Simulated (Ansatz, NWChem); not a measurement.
# BNH6 (SMILES [BH3-][NH3+]): from total energies to a heat of formation

The species is BNH6 (8 atoms), meant as a singlet with charge 0. As SMILES, `[BH3-][NH3+]`. Geometry: relaxed at PBE0-D4/def2-TZVP.

```xyz
8

B    -0.1913    0.2508   -0.7754
N     0.2065   -0.2551    0.7317
H    -0.0782   -0.7284   -1.4810
H    -1.3326    0.6497   -0.6872
H     0.6044    1.1266   -1.0384
H     0.1408    0.5070    1.3987
H     1.1566   -0.6113    0.7553
H    -0.4140   -0.9965    1.0405
```

Total energies at M06-L/def2-TZVP (NWChem 7.3.0); the atoms run unrestricted:

```
species    state  energy (Eh)
   BNH6  singlet   -83.235175
      B  doublet   -24.652020
      N  quartet   -54.600801
      H  doublet    -0.503416
```

Harmonic wavenumbers at PBE0-D4/def2-TZVP, in cm⁻¹: 273, 653, 653, 698, 1071, 1071, 1178, 1178, 1183, 1328, 1665, 1665, 2444, 2505, 2505, 3485, 3592, 3592.

Measured heats of formation of the gaseous atoms at 298.15 K, in kJ/mol: B 570.3, N 472.4, H 218.0. Take 1 Eh = 2625.50 kJ/mol, 1 cm⁻¹ = 0.0119627 kJ/mol, RT = 2.479 kJ/mol.

**Question.** Work out the heat of formation of the gas at 298 K.

**Answer.** 
1. Electronic atomisation energy: (-24.652020) + (-54.600801) + 6 × (-0.503416) − (-83.235175) = 0.961858 Eh = 2525.4 kJ/mol.
2. Zero-point energy: half the sum of the wavenumbers, 15369.5 cm⁻¹ = 183.9 kJ/mol.
3. Thermal vibrational enthalpy, Σ hcν̃/(exp(hcν̃/kT) − 1): 2.5 kJ/mol. Translation, rotation and pV of a non-linear molecule: 4 RT = 9.9 kJ/mol.
4. The 8 free atoms carry 5/2 RT each: 49.6 kJ/mol.
5. Atomisation enthalpy at 298 K: 2525.4 − 183.9 − 2.5 − 9.9 + 49.6 = 2378.7 kJ/mol.
6. Sum of the atoms' heats of formation: 2350.7 kJ/mol. Heat of formation: 2350.7 − 2378.7 = -28.0 kJ/mol.

No measured value is set beside it here. Anharmonicity and any spin-orbit splitting of the molecule are left out.
